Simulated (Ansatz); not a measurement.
Input file:

```yaml
crystal:
  periodic: [false, false, false]
  atoms:
    - {symbol: Si, position_ang: [0.000000, 0.000000, 0.000000]}
    - {symbol: Al, position_ang: [0.000000, 0.000000, 3.288000]}
basis:
  gaussian: {orbitals: "6-31++G**"}
magnetization: {spin_polarized: false, initial_magnetization: 3}
hamiltonian: {xc: {name: B3LYP}, pseudopotentials: {relativity: scalar}}
correlation: {method: ccsdt_q, electrons: outside_noble_gas}
```

```sh
$ ansatz run in.yaml --threads 1 --pin off --events-out ev --progress --plain --max-ram 2393MiB
```

The program prints:

```
661 factors; integrals over basis functions are off by at most 1.6e-7 eV
mean field evaluation 1: about -14495.2912 eV, gradient 9.4e0 eV
mean field evaluation 2: about -14495.2999 eV, gradient 9.4e0 eV
mean field evaluation 4: about -14496.1146 eV, gradient 4.4e0 eV
mean field evaluation 8: about -14496.4253 eV, gradient 2.9e-1 eV
mean field evaluation 16: about -14496.4263 eV, gradient 6.7e-5 eV
mean field evaluation 32: about -14495.4128 eV, gradient 4.3e0 eV
mean field evaluation 64: about -14472.5864 eV, gradient 2.6e1 eV
mean field -14496.42629962 eV, -532.7338404803 hartree, gradient 3.2e-6 eV, S^2 3.750000; 8 other end points of the search recorded, 0 dependent functions left out
mean field evaluation 96: about -14467.2008 eV, gradient 6.8e-1 eV
mean field evaluation 128: about -14465.7772 eV, gradient 5.0e0 eV
10 core orbitals not correlated: weight in the atoms' cores, before any rotation towards them, 1.000 or more for the frozen orbitals, at most 0.000 for the correlated occupied ones
reference -14466.67941410 eV, -531.6406626007 hartree; 5, 2 occupied and 31, 34 virtual orbitals, 661 factors
second order -2.65170810 eV of doubles, -0.24197352 eV of singles
cycle   1  -3.21067012 eV  change   -3.3e-1 eV  update   1.1e-1
cycle   2  -3.42840685 eV  change   -2.2e-1 eV  update   7.3e-2
cycle   3  -3.65992515 eV  change   -2.3e-1 eV  update   3.0e-2
cycle   4  -3.66460273 eV  change   -4.7e-3 eV  update   1.3e-2
cycle   5  -3.66821252 eV  change   -3.6e-3 eV  update   9.2e-3
cycle   6  -3.67394900 eV  change   -5.7e-3 eV  update   4.4e-3
cycle   7  -3.67453946 eV  change   -5.9e-4 eV  update   2.8e-3
cycle   8  -3.67355882 eV  change    9.8e-4 eV  update   1.8e-3
cycle   9  -3.67513639 eV  change   -1.6e-3 eV  update   9.9e-4
cycle  10  -3.67495223 eV  change    1.8e-4 eV  update   4.6e-4
cycle  11  -3.67466113 eV  change    2.9e-4 eV  update   2.5e-4
cycle  12  -3.67471739 eV  change   -5.6e-5 eV  update   1.3e-4
cycle  13  -3.67478944 eV  change   -7.2e-5 eV  update   6.0e-5
cycle  14  -3.67483390 eV  change   -4.4e-5 eV  update   2.9e-5
cycle  15  -3.67485785 eV  change   -2.4e-5 eV  update   1.4e-5
cycle  16  -3.67485237 eV  change    5.5e-6 eV  update   7.6e-6
cycle  17  -3.67484840 eV  change    4.0e-6 eV  update   4.2e-6
cycle  18  -3.67484592 eV  change    2.5e-6 eV  update   2.2e-6
cycle  19  -3.67484525 eV  change    6.7e-7 eV  update   1.1e-6
cycle  20  -3.67484557 eV  change   -3.2e-7 eV  update   6.6e-7
cycle  21  -3.67484597 eV  change   -3.9e-7 eV  update   3.7e-7
perturbative correction -0.02001283 eV, -0.0007354578 hartree
Total energy: -14470.37427289 eV, -531.7764461569 hartree
Relativity: scalar
```

Ran on 1 thread of AMD EPYC, shared host: 23 s wall, 0.19 GiB peak host memory.
